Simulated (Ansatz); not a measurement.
An Ansatz input:

```yaml
crystal:
  lattice:
    - [2.7920507358, 0.0, 0.0]
    - [0.0, 2.7920507358, 0.0]
    - [0.0, 0.0, 3.9345298848]
  atoms:
    - { symbol: Pd, position: [1.0, 1.0, 0.0], spin: 0.5 }
    - { symbol: Pd, position: [0.5, 0.5, 0.5], spin: -0.5 }
hamiltonian:
  xc: pbe
  pseudopotentials:
    kind: paw
    azcp:
      Pd: "pseudopotentials/Pd.paw.azcp"
basis:
  ecutwfc: 420
  fft_grid_basis: typed
kpoints:
  mp_grid: { grid: [18, 18, 13], shift: [0, 0, 0] }
magnetization:
  spin_polarized: true
scf:
  occupations: { method: fermi_dirac, width: 0.05 }
```

and its output:

```
Engine: ansatz 0.2.0, x86_64-unknown-linux-gnu
Pseudopotentials: kind: paw
Pseudopotential: Pd, paw, valence charge 18, recommended cutoff 420 eV (normal) 
Functional definition: PBE
  parameter kappa = 0.804
  parameter beta = 0.06672455060314922
  exchange = pbe_x(kappa = kappa, mu = beta*pi^2/3)
  correlation = pbe_c(beta = beta)
Crystal: 2 atoms, lattice volume = 30.672 Å³
Basis set: ecut = 420 eV, 609 PW (Γ)
Bands: 23, of which v1, the nominal top of the filled ones, is band 18 counted from 1 (17 counted from 0)
Symmetry: 16 space group operations
Space group: P4/mmm (ITA 123), of the structure as read, at distance tolerance 3.1e-5 Å
Magnetic group: BNS 123.350 (UNI 1010), of the structure as read, at distance tolerance 3.1e-5 Å
k-points: 385 of 4212
Non-local potential: Pd, projectors of the file, l = 0: 2, l = 1: 2, l = 2: 2, l = 3: 1
PAW form: soft (Blöchl's): semilocal exchange-correlation on the pseudo side does not see the compensation charge
PAW one-centre angular grid: Pd, 590 points (default); XC on 64 Gauss nodes
Initial density: superposition of atomic densities (chi_scale 0.1, normalization cell)
Starting moments: Σ|m| = 1 μB on 2 of 2 sites
Starting magnetic order: antiferromagnet; a translation exchanges its spin sublattices: spin-degenerate at every k-point
Initial wavefunctions: pseudopotential atomic-orbital guess
Functional: x = pbe(κ = 0.804, μ = 0.2195149727645171), c = pbe(β = 0.06672455060314922)
the translation (0.5, 0.5, 0.5) carries every atom to within crystal.symmetry.tolerance of an atom of its element with the starting moment reversed, but both spin channels are solved: the dense FFT box has an odd point count along it
SCF iter   1: F=—  HF=-13947.541425 eV  |F-HF|=—  |Δ(HF+E_count)|=         —  Δρ=8.02e-2 (↑8.02e-2 ↓8.02e-2)  dr2=7.27e0  dr2_m=1.66e-1  M=-0.000 μB ∫|m|=0.328 μB  β_m=0.30  ethr=3.10e-3  ⟨swp⟩=5.1  Hψ=74878  notcnv=0
spin=Collinear: Kerker preconditioning applied to the charge; magnetization (m = ρ↑ − ρ↓) channel mixes plain (no charge-response kernel on spin).
SCF iter   2: F=—  HF=-13946.290557 eV  |F-HF|=—  |Δ(HF+E_count)|=    1.25e0  Δρ=4.81e-2 (↑4.81e-2 ↓4.81e-2)  dr2=2.44e0  dr2_m=9.92e-2  M=0.000 μB ∫|m|=0.274 μB  β_m=0.30  ethr=3.10e-3  ⟨swp⟩=2.3  Hψ=34955  notcnv=0  defer=222
SCF iter   3: F=—  HF=-13945.693126 eV  |F-HF|=—  |Δ(HF+E_count)|=   5.97e-1  Δρ=2.07e-2 (↑2.07e-2 ↓2.07e-2)  dr2=1.07e-1  dr2_m=5.95e-2  M=-0.000 μB ∫|m|=0.230 μB  β_m=0.30  ethr=3.10e-3  ⟨swp⟩=2.1  Hψ=29025  notcnv=0  defer=222
SCF iter   4: F=—  HF=-13945.703358 eV  |F-HF|=—  |Δ(HF+E_count)|=   1.02e-2  Δρ=1.18e-2 (↑1.18e-2 ↓1.18e-2)  dr2=4.88e-3  dr2_m=3.75e-2  M=0.000 μB ∫|m|=0.191 μB  β_m=0.30  ethr=2.96e-4  ⟨swp⟩=2.0  Hψ=39740  notcnv=0  defer=290
...
spin=Collinear: Kerker preconditioning applied to the charge; magnetization (m = ρ↑ − ρ↓) channel mixes plain (no charge-response kernel on spin).
SCF iter   2: F=—  HF=-13945.719149 eV  |F-HF|=—  |Δ(HF+E_count)|=   3.60e-4  Δρ=3.24e-4 (↑3.10e-4 ↓3.24e-4)  dr2=1.80e-7  dr2_m=2.82e-5  M=-0.306 μB ∫|m|=0.321 μB  ethr=2.78e-6  ⟨swp⟩=1.0  Hψ=77497  notcnv=0
SCF iter   3: F=—  HF=-13945.719287 eV  |F-HF|=—  |Δ(HF+E_count)|=   1.39e-4  Δρ=2.67e-5 (↑2.61e-5 ↓2.67e-5)  dr2=2.16e-8  dr2_m=1.91e-7  M=-0.415 μB ∫|m|=0.442 μB  ethr=2.78e-10  ⟨swp⟩=2.0  Hψ=51724  notcnv=0
SCF iter   4: F=-13945.719288 eV  HF=-13945.719288 eV  |F-HF|=1.82e-10  |Δ(HF+E_count)|=   6.78e-7  Δρ=9.69e-7 (↑9.69e-7 ↓8.61e-7)  dr2=2.81e-10  dr2_m=1.36e-10  M=-0.408 μB ∫|m|=0.435 μB  ethr=2.78e-10  ⟨swp⟩=1.0  Hψ=38500  notcnv=0
SCF iter   5: F=-13945.719288 eV  HF=-13945.719288 eV  |F-HF|=1.64e-10  |Δ(HF+E_count)|=  2.18e-11  Δρ=9.30e-7 (↑9.30e-7 ↓8.37e-7)  dr2=2.61e-10  dr2_m=1.31e-10  M=-0.408 μB ∫|m|=0.435 μB  ethr=1.00e-12  ⟨swp⟩=1.0  Hψ=58619  notcnv=0
SCF 2 converged in 5 iterations: F = -13945.719288 eV  dr2 = 2.61e-10
an SCF along what the orbitals of the run's state read of its open shells (or to have them read: on a GPU, or by another smearing), with the run's symmetry operations kept, reached no lower state that the run goes on to. This is no proof of a minimum
WARN: the starting moments were not kept: the SCF closed with an absolute magnetisation of 7.8e-6 μB, where they sum to 1 μB in size (2 sites). That is at most 0.1 of that sum. Measured as dr2_m measures the in/out step, that magnetisation stands 2.3e-11 eV from none, at or under the dr2_threshold of 1.0e-7 eV: it is no larger than a step whose dr2_m would equal this threshold. The system may hold no moment; this SCF shows only that its start led to no more than that. To try another start: raise the starting moments (crystal.atoms[].spin, magnetization.per_species, magnetization.initial_magnetization, or on a non-collinear deck that types none of these the spinor_matrix: blocks that start its atoms; where the total moment is fixed, keep their sum and leave initial_magnetization as it is; typed ones take the place of any that the run laid by itself, positive ones on a crystal's lanthanoids without a Hubbard term where scf.initial_density.shell_occupations: [] is typed) or, if the notice of its spin-set hold's release reads "site moments contracting" or "site moments show no strong build", lengthen the hold (scf.mixing.spin_hold: { on: { confirm: 4 } }; for m-r²SCAN on two components see the key's manual first). Each may lead to a state that holds a moment. A second SCF, from the converged charge density, with the starting moments and any scf.initial_density.shell_occupations laid on it anew, would have followed, and was not run: the deck does not ask for one (magnetization.retry_lost_moments is false, the default). To let it run, set magnetization.retry_lost_moments: true and run the deck again, where that key's refused combinations let it; where memory then withholds it, that run's warning says so.
SCF converged after 15 iterations
Magnetization: 0.0000 μB (18.0000 up, 18.0000 down)
Absolute magnetization: 0.0000 μB (∫|ρ↑−ρ↓|, with the PAW one-centre terms)
Spin contamination: 0.0000 ħ² per cell (⟨S²⟩ above its minimum at these occupations)
Per-site moments (μB) at R_I (Å): [(1.9310017551881204e-6, 1.1496771663071068), (5.111265533736136e-6, 1.1496771663071068)]
Free energy (F): -13945.718788 eV
Harris-Foulkes:  -13945.718788 eV  (|F-HF|=3.64e-12)
Internal energy: -13945.678822 eV  (E = F + TS)
E sigma→0 (E₀):  -13945.698805 eV
Entropy (-TS):   -0.039966 eV (-19.983 meV/atom)
Fermi energy:    18.802925 eV
--- Per-component energies (eV) ---
  E_band       = -304.492803
  E_kinetic    = 1026.223237
  E_local      = -3606.735860  (includes V_loc(G=0)·N_el)
  E_nonlocal   = 434.416711
  E_hartree    = 1461.493296
  E_xc         = -336.932445
  E_vxc        = -422.679718  (∫ρ·V_xc dr)
  E_paw        = -7500.391820  (= ΣΔE_a)
  E_vpaw       = -658.704449  (= ΣTr[D̂ρ^β])
  E_aug_tail   = 0.000402  (compensation charges beyond the density's cutoff)
  E_ewald      = -5423.752343
  E_smearing   = -0.039966  (= −TS)
  E_closure    = 0.000000  (closes the sum)
  Σ components = -13945.718788   (vs F -13945.718788, Δ=0.00e0)
```
